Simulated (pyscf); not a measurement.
Four-centre exchange: H₂Se (SMILES [SeH2]) + AlH₃ (SMILES [AlH3]) -> H₂Al–SeH (SMILES [AlH2][SeH]) + H₂ (SMILES [H][H])

Gas phase, singlet surface, charge 0. Bonds broken: Se1–H2, Al4–H5. Bonds formed: Se1–Al4, H2–H5. Single points on ωB97X-D3(BJ)/def2-SVP structures (PySCF, gas phase).

Transition state (Å):

```xyz
7

Se     0.3642    -0.3339     1.1184
H     -1.2865    -0.1553     0.8375
H      0.3008    -1.7318     0.6778
Al    -0.9369     0.5170    -0.9010
H     -2.2266     0.1376     0.1272
H     -0.7119     2.0806    -0.9322
H     -0.8098    -0.5278    -2.0797
```

One imaginary mode, 1055i cm⁻¹; descent along it reached the two sides named, in the forms told below.

| bond | change | reactant side (Å) | saddle | product side |
|---|---|---|---|---|
| Se1–H2 | breaks | 1.467 | 1.684 | 3.2 |
| Al4–H5 | breaks | 1.597 | 1.693 | 2.391 |
| Se1–Al4 | forms | 2.6 | 2.549 | 2.313 |
| H2–H5 | forms | 3.3 | 1.214 | 0.764 |

Electronic energies relative to the separated reactants (kcal/mol):

```tsv
level	barrier	reaction energy	reverse barrier
ωB97X-D3(BJ)/def2-TZVP	-4.1	-29.6	25.5
PBE/def2-TZVP	-7.7	-26.9	19.3
r²SCAN/def2-TZVP	-7.5	-28.3	20.8
B3LYP-D3(BJ)/def2-TZVP	-2.2	-26.1	23.9
PBE0-D3(BJ)/def2-TZVP	-6.4	-27.2	20.8
M06-2X/def2-TZVP	-2.6	-29.5	26.9
ωB97M-D3(BJ)/def2-TZVP	0.3	-25.3	25.6
HF/def2-TZVP	15.8	-22.2	38.0
```

With ωB97M-D3(BJ)/def2-TZVP energies and thermal terms (ideal gas, 1 atm, RRHO with modes under 100 cm⁻¹ raised to 100, one conformer, R ln 2 for chiral ones without a mode under 150 cm⁻¹), in kcal/mol:

| T (K) | ΔH‡ | ΔG‡ | ΔH | ΔG |
|---|---|---|---|---|
| 298 | 0.5 | 9.7 | -25.3 | -24.2 |
| 600 | 0.6 | 19.1 | -24.2 | -23.6 |
| 900 | 1.2 | 28.3 | -23.5 | -23.4 |
| 1200 | 1.9 | 37.3 | -23.0 | -23.5 |

On the reactant side the descent ends in an adduct with a Al–Se contact, 17.4 kcal/mol under the separated species and 13.3 kcal/mol under the saddle at ωB97X-D3(BJ)/def2-TZVP. At ωB97X-D3(BJ)/def2-TZVP, PBE, r²SCAN, B3LYP-D3(BJ), PBE0-D3(BJ), M06-2X the saddle lies under the separated reactants, which points to a path from their complex (located at ωB97X-D3(BJ) alone). What is counted as formed (Al–Se) is already present as a longer contact in the reactant adduct; forming that adduct is a step of its own. One saddle was located; it need not be the lowest between these sides. Elements up to Kr have no core potential and no relativistic terms here.
